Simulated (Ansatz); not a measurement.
System: C₂H₅, charge -1, singlet. C2H5- (SMILES [CH2-]C).
B3LYP-D3(BJ)/def2-TZVP minimum from Ansatz (a program for electronic structure):
```
C
H 1 1.1023
H 1 1.1023 2 105.15
H 1 1.1293 2 104.29 3 109.45
C 1 1.5312 2 111.16 3 -120.38
H 5 1.1089 1 108.56 2 -178.34
H 5 1.1089 6 104.85 1 -115.87
```
Charge -1, spin multiplicity 1.

Total energies in aug-cc-pVDZ, 14 correlated electrons, 2 frozen orbitals. Open shells are spin-unrestricted; no spin-orbit coupling. Correlated methods leave the cores frozen. No relativity.

```tsv
method	program	energy (Eh)	minus CCSDT(Q) (mEh)
HF	Ansatz	-78.54200	377.09
MP2	Ansatz	-78.87375	45.34
CCSD	Ansatz	-78.90474	14.35
CCSD(T)	Ansatz	-78.91765	1.44
CCSDT(Q)	Ansatz	-78.91909	0.00
```

Rough core times of Ansatz's runs on a shared machine: CCSD(T) under 20 s, CCSDT(Q) 8 min.
